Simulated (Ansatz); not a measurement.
# CCSD(T) against full CI for several species

Each species is computed at the geometry given (Å), with frozen cores, in Ansatz 0.2.0: RHF-CCSD(T) for singlets, UHF-CCSD(T) otherwise, and full CI in the same basis. The program picks the determinant by trial CCSD, so it needn't be the lowest Hartree–Fock solution. States: [OH···H···H] A', [H···H···NH] A'', BS⁺ Σ⁺ or Δ. Cases whose determinant has another symmetry than full CI's state, or whose (Q) step broke down, weren't drawn.

**Question.** Judging by size, spin and bonding, rank them by the size of CCSD(T)'s error in total energy against full CI in the same basis, smallest first (an estimate).
A. [OH···H···H], doublet, 6-31G: O -0.157 -0.049 0.000; H -0.406 0.877 0.000; H 0.870 -0.049 0.000; H 2.020 -0.049 0.000
B. BS⁺, singlet, 6-31G: B 0.000 0.000 0.000; S 0.000 0.000 1.608
C. [H···H···NH], triplet, 6-31G: H -2.102 0.059 0.000; H -1.282 0.059 0.000; N 0.209 0.059 0.000; H 0.478 -0.945 0.000

**Answer.** C (8.9 meV), A (16.8 meV), B (50.1 meV).

```json
{"species": "[H···H···NH], triplet", "basis": "6-31G", "correlated electrons": "8", "CCSD(T) − full CI (meV)": "8.9", "CCSDT(Q) − full CI (meV)": "-0.5", "unpaired electrons (full CI)": "2.02", "T1": "0.015", "⟨S²⟩ of the determinant": "2.03"}
{"species": "[OH···H···H], doublet", "basis": "6-31G", "correlated electrons": "9", "CCSD(T) − full CI (meV)": "16.8", "CCSDT(Q) − full CI (meV)": "-0.5", "unpaired electrons (full CI)": "1.02", "T1": "0.012", "⟨S²⟩ of the determinant": "0.76"}
{"species": "BS⁺, singlet", "basis": "6-31G", "correlated electrons": "8", "CCSD(T) − full CI (meV)": "50.1", "CCSDT(Q) − full CI (meV)": "-7.0", "unpaired electrons (full CI)": "0.21", "T1": "0.046", "⟨S²⟩ of the determinant": "0.00"}
```

Unpaired electrons are Σ n²(2−n)² over natural occupations; an open shell counts its own unpaired electrons too. Frozen cores follow each run's orbitals, which moves totals by a few meV.
